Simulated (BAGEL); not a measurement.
# HF/STO-3G (density fitting with qzvpp-jkfit) run of C2H6B− (SMILES [BH3-]C=C)

Aim: the vertical ionisation energy of C2H6B− at HF/STO-3G (density fitting with qzvpp-jkfit), from 2 runs. 

Program for the calculation: BAGEL 1.2.2.

## 1. Starting point

C2H6B−: 9 atoms, total charge -1, spin state singlet. As SMILES, `[BH3-]C=C`. Geometry: relaxed at GFN2-xTB.

Bond lengths: B1–C2 1.621 Å, C2–C3 1.325 Å, B1–H4 1.227 Å, B1–H5 1.230 Å, B1–H6 1.227 Å, C2–H7 1.098 Å, C3–H8 1.083 Å, C3–H9 1.094 Å. Some angles: B1–C2–C3 127.4°, B1–C2–H7 117.5°, C3–C2–H7 115.1°, C2–B1–H4 109.9°, C2–B1–H5 110.3°, C2–B1–H6 110.0°, C2–C3–H8 121.3°, C2–C3–H9 124.5°, H4–B1–H5 108.9°, H4–B1–H6 108.8°.

## 2. A single-point energy at HF/STO-3G (density fitting with qzvpp-jkfit)

job.json

```json
{ "bagel" : [

{
  "title" : "molecule",
  "basis" : "sto-3g",
  "df_basis" : "qzvpp-jkfit",
  "angstrom" : true,
  "geometry" : [
    { "atom" : "B", "xyz" : [      -0.629450,       0.770260,      -0.695580 ] },
    { "atom" : "C", "xyz" : [       0.561290,      -0.121590,      -0.051130 ] },
    { "atom" : "C", "xyz" : [       0.475920,      -0.957440,       0.973350 ] },
    { "atom" : "H", "xyz" : [      -1.515350,       0.037540,      -1.123250 ] },
    { "atom" : "H", "xyz" : [      -0.196360,       1.453510,      -1.621580 ] },
    { "atom" : "H", "xyz" : [      -1.107230,       1.511780,       0.156690 ] },
    { "atom" : "H", "xyz" : [       1.558120,      -0.038670,      -0.502980 ] },
    { "atom" : "H", "xyz" : [      -0.460650,      -1.116340,       1.494340 ] },
    { "atom" : "H", "xyz" : [       1.313720,      -1.539040,       1.370140 ] }
  ]
},

{
  "title" : "hf",
  "charge" : -1
},

{
  "title" : "print",
  "file" : "orbitals.molden",
  "orbitals" : true
}

]}
```

On the command line:

```sh
$ BAGEL_NUM_THREADS=1 BAGEL job.json > job.out
```

Output:

```text
* using 1 threads per process

  ===============================================================
  ===============================================================

  *** Geometry ***

  { "atom" : "B", "xyz" : [     -1.189488,      1.455580,     -1.314456 ] },
  { "atom" : "C", "xyz" : [      1.060684,     -0.229772,     -0.096622 ] },
  { "atom" : "C", "xyz" : [      0.899358,     -1.809299,      1.839365 ] },
  { "atom" : "H", "xyz" : [     -2.863596,      0.070940,     -2.122635 ] },
  { "atom" : "H", "xyz" : [     -0.371067,      2.746736,     -3.064342 ] },
  { "atom" : "H", "xyz" : [     -2.092361,      2.856850,      0.296101 ] },
  { "atom" : "H", "xyz" : [      2.944420,     -0.073076,     -0.950494 ] },
  { "atom" : "H", "xyz" : [     -0.870502,     -2.109577,      2.823893 ] },
  { "atom" : "H", "xyz" : [      2.482571,     -2.908364,      2.589189 ] },

  Number of auxiliary basis functions:      333

  Since a DF basis is specified, we compute 2- and 3-index integrals:
    o Being stored without compression. Storage requirement is 0.001 GB

  Number of basis functions:       21
  Number of electrons      :       23

    * METHOD: MOLECULE                             0.19

  *** RHF ***

  === Nuclear Repulsion ===
    62.5739114243

      * DIIS with orbital gradients will be used.

  === RHF iteration (sto-3g) ===
      0       -102.46785885          0.01353859           0.01
      1       -102.50240478          0.00412838           0.01
      2       -102.50519334          0.00177673           0.01
      3       -102.50567939          0.00033318           0.01
      4       -102.50571012          0.00012060           0.01
      5       -102.50571526          0.00001334           0.01
      6       -102.50571531          0.00000317           0.01
      7       -102.50571531          0.00000038           0.01
      8       -102.50571531          0.00000011           0.01
      9       -102.50571531          0.00000004           0.01
     10       -102.50571531          0.00000001           0.01
    * SCF iteration converged.

    * Permanent dipole moment:
           (   -1.126513,     1.105821,    -0.920720) a.u.

    * METHOD: HF                                   0.22

    * METHOD: PRINT                                0.00

  ===============================================================
```

Wall time 1 s (1 thread of Intel Xeon at 2.50GHz (Skylake/Cascade Lake), shared host).

## 3. Doublet neutral C2H6B

hf.json

```json
{ "bagel" : [

{
  "title" : "molecule",
  "basis" : "sto-3g",
  "df_basis" : "qzvpp-jkfit",
  "angstrom" : true,
  "geometry" : [
    { "atom" : "B", "xyz" : [   -0.629450,    0.770260,   -0.695580 ] },
    { "atom" : "C", "xyz" : [    0.561290,   -0.121590,   -0.051130 ] },
    { "atom" : "C", "xyz" : [    0.475920,   -0.957440,    0.973350 ] },
    { "atom" : "H", "xyz" : [   -1.515350,    0.037540,   -1.123250 ] },
    { "atom" : "H", "xyz" : [   -0.196360,    1.453510,   -1.621580 ] },
    { "atom" : "H", "xyz" : [   -1.107230,    1.511780,    0.156690 ] },
    { "atom" : "H", "xyz" : [    1.558120,   -0.038670,   -0.502980 ] },
    { "atom" : "H", "xyz" : [   -0.460650,   -1.116340,    1.494340 ] },
    { "atom" : "H", "xyz" : [    1.313720,   -1.539040,    1.370140 ] }
  ]
},
{ "title" : "uhf", "nopen" : 1 },
{ "title" : "print", "file" : "orbitals.molden", "orbitals" : true }

]}
```

On the command line:

```sh
$ BAGEL_NUM_THREADS=1 BAGEL hf.json > hf.out
```

Output:

```text
* using 1 threads per process

  ===============================================================
  ===============================================================

  *** Geometry ***

  { "atom" : "B", "xyz" : [     -1.189488,      1.455580,     -1.314456 ] },
  { "atom" : "C", "xyz" : [      1.060684,     -0.229772,     -0.096622 ] },
  { "atom" : "C", "xyz" : [      0.899358,     -1.809299,      1.839365 ] },
  { "atom" : "H", "xyz" : [     -2.863596,      0.070940,     -2.122635 ] },
  { "atom" : "H", "xyz" : [     -0.371067,      2.746736,     -3.064342 ] },
  { "atom" : "H", "xyz" : [     -2.092361,      2.856850,      0.296101 ] },
  { "atom" : "H", "xyz" : [      2.944420,     -0.073076,     -0.950494 ] },
  { "atom" : "H", "xyz" : [     -0.870502,     -2.109577,      2.823893 ] },
  { "atom" : "H", "xyz" : [      2.482571,     -2.908364,      2.589189 ] },

  Number of auxiliary basis functions:      333

  Since a DF basis is specified, we compute 2- and 3-index integrals:
    o Being stored without compression. Storage requirement is 0.001 GB

  Number of basis functions:       21
  Number of electrons      :       23

    * METHOD: MOLECULE                             0.18

  *** Open-shell HF ***

  === Nuclear Repulsion ===
    62.5739114243

      * DIIS with orbital gradients will be used.

  === UHF iteration (sto-3g) ===
      0       -102.41548850          0.03506186           0.01
      1       -102.47652200          0.00938156           0.01
      2       -102.48278316          0.00348583           0.01
      3       -102.48451781          0.00209340           0.01
      4       -102.48567621          0.00101977           0.01
      5       -102.48603865          0.00011966           0.01
      6       -102.48604461          0.00005748           0.02
      7       -102.48604669          0.00002924           0.01
      8       -102.48604730          0.00001143           0.01
      9       -102.48604741          0.00000482           0.01
     10       -102.48604744          0.00000364           0.01
     11       -102.48604747          0.00000244           0.01
     12       -102.48604748          0.00000135           0.01
     13       -102.48604748          0.00000101           0.01
     14       -102.48604748          0.00000084           0.01
     15       -102.48604748          0.00000063           0.01
     16       -102.48604748          0.00000028           0.02
     17       -102.48604748          0.00000007           0.02
     18       -102.48604748          0.00000004           0.02
     19       -102.48604748          0.00000003           0.01
     20       -102.48604748          0.00000002           0.02
     21       -102.48604748          0.00000002           0.02
     22       -102.48604748          0.00000000           0.01
    * SCF iteration converged.

    * S^2 (UHF) is 0.7663

    * Permanent dipole moment:
           (   -1.274993,     1.413438,    -1.220374) a.u.

    * METHOD: UHF                                  0.45

    * METHOD: PRINT                                0.00

  ===============================================================
```

It took 1.2 s on 1 thread of Intel Xeon at 2.50GHz (Skylake/Cascade Lake), shared host.

## 4. Results

Level: HF/STO-3G (density fitting with qzvpp-jkfit).

| quantity | value |
| --- | --- |
| singlet C2H6B−: total energy | -102.50572 Eh |
| singlet C2H6B−: HOMO energy | -1.53 eV |
| singlet C2H6B−: LUMO energy | 15.41 eV |
| singlet C2H6B−: HOMO–LUMO gap (to an unbound level, set by the basis) | 16.94 eV |
| doublet neutral C2H6B: total energy | -102.48605 Eh |
| doublet neutral C2H6B: dipole moment | 5.75 D |
| doublet neutral C2H6B: ⟨S²⟩ | 0.766 |
| vertical detachment energy (to the doublet neutral) | 0.535 eV |

Removing an electron at fixed nuclei costs 0.54 eV (51.6 kJ/mol). The negative HOMO energy of the first species, 1.53 eV, lies 0.99 eV above that difference. In a minimal basis such a difference can be off by several eV, whatever the method.
